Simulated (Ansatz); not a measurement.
**AlH₄ (doublet): the correlation ladder, def2-QZVPP**

The task here is to estimate one member of a computed series from the others.

Program: Ansatz 0.2.0, Gaussian basis. Level of theory: def2-QZVPP, core rule «outside noble gas», up to 5 orbitals frozen. These are calculated values, not measurements.

To be run: UHF; ROHF; CCSD(T) on UHF.

2 further runs of the same task are left out: 2 set aside as unsound or not needed.

## What is computed

The geometry is a PBE0/def2-TZVP stationary point (not a proven minimum) of the parent state, kept for this charge and spin.

5 atoms, charge 0, spin multiplicity 2.

Atoms are counted from 1 here; the program's logs count them from 0.

Bond lengths: Al1–H2 1.663 Å, Al1–H3 1.663 Å, Al1–H4 1.663 Å, Al1–H5 1.663 Å. Angles: H2–Al1–H3 135.7°, H2–Al1–H4 64.5°, H2–Al1–H5 135.7°, H3–Al1–H4 135.7°, H3–Al1–H5 64.5°, H4–Al1–H5 135.7°.

Geometry (Å):

```xyz
5
AlH4
Al    0.00000    0.00000    0.00000
H     0.62118    1.41043    0.62592
H    -0.62495   -1.40742    0.62894
H    -0.62989    1.40352   -0.63270
H     0.63367   -1.40653   -0.62215
```

The first run:

in.yaml

```yaml
crystal:
  periodic: [false, false, false]
  atoms:
    - {symbol: Al, position_ang: [0.000000, 0.000000, 0.000000]}
    - {symbol: H, position_ang: [0.621180, 1.410429, 0.625916]}
    - {symbol: H, position_ang: [-0.624953, -1.407416, 0.628935]}
    - {symbol: H, position_ang: [-0.629895, 1.403521, -0.632699]}
    - {symbol: H, position_ang: [0.633669, -1.406534, -0.622152]}
basis:
  gaussian: {orbitals: "def2-QZVPP.json"}
magnetization: {spin_polarized: true, initial_magnetization: 1}
hamiltonian: {xc: hf}
output: {orbitals: {seedname: orbitals}}
```

Command:

```console
$ ansatz run in.yaml --threads 1 --pin off --events-out ev --progress --plain --max-ram 4096MiB --backend cpu
```

Among the steps run: UHF; ROHF; CCSD(T) on UHF.

One table of the session follows, with a row left open; its other results are not shown here.

```
  method  from UCCSD(T) (kJ/mol)
    ROHF                  +411.6
     UHF                       ?
    UMP2                   +84.1
   UCCSD                    +9.5
UCCSD(T)                       0
```

Q: Estimate the row for UHF from the others.

The run gave: from UCCSD(T) (kJ/mol): +389.8. In the column «from UCCSD(T) (kJ/mol)» it lies between UMP2 (+84.1) and ROHF (+411.6).
